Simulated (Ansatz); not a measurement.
[NH₂···H···Si], triplet: reading a ladder of total energies

Geometry: a point of a hydrogen-transfer path between rigid fragments, not a stationary point.

```xyz
5

N    -1.9728   -0.0126   -0.0197
H    -2.2700    0.9552   -0.0197
H    -2.2700   -0.4149    0.8606
H    -0.9603   -0.0126   -0.0197
Si    1.1812   -0.0126   -0.0197
```

Basis cc-pVDZ; Ansatz 0.2.0. Only valence electrons are correlated (noble-gas cores frozen), which leaves 12 electrons in 41 orbitals. Prefix R: restricted or restricted open-shell reference; prefix U: unrestricted.

Full CI isn't at hand for all of this; UCCSDT(Q) serves as the reference, and is uncertain by about the last step of the cluster series.

Runs differ by some tens of microhartree through their thresholds and, for an open shell, their frozen cores, so steps under 0.03 kcal/mol mean nothing.

```json
{"level": "UHF", "total energy (hartree)": "-345.034955"}
{"level": "UMP2", "total energy (hartree)": "-345.271186"}
{"level": "UCCSD", "total energy (hartree)": "-345.305448"}
{"level": "UCCSD(T)", "total energy (hartree)": "-345.311046"}
{"level": "UCCSDT", "total energy (hartree)": "-345.311761"}
{"level": "UCCSDT(Q)", "total energy (hartree)": "-345.312190"}
```

Q: What is the correlation energy at UCCSDT(Q), and what share of it do UMP2 and UCCSDT recover?

A: E(corr) = -345.312190 − (-345.034955) = -0.277235 hartree = -7.544 eV. UMP2: -0.236231 / -0.277235 = 85.21 %. UCCSDT: -0.276806 / -0.277235 = 99.85 %.

Q: By how many kcal/mol does UCCSD(T) miss UCCSDT(Q) (1 hartree = 627.509 kcal/mol), and which steps make up the rest?

A: -345.311046 − (-345.312190) = 0.001144 hartree = 0.72 kcal/mol. Steps: UCCSDT − UCCSD(T) = -0.45, UCCSDT(Q) − UCCSDT = -0.27 kcal/mol. That is within 1 kcal/mol of the reference in this basis, which itself misses far more of the correlation at the basis-set limit.
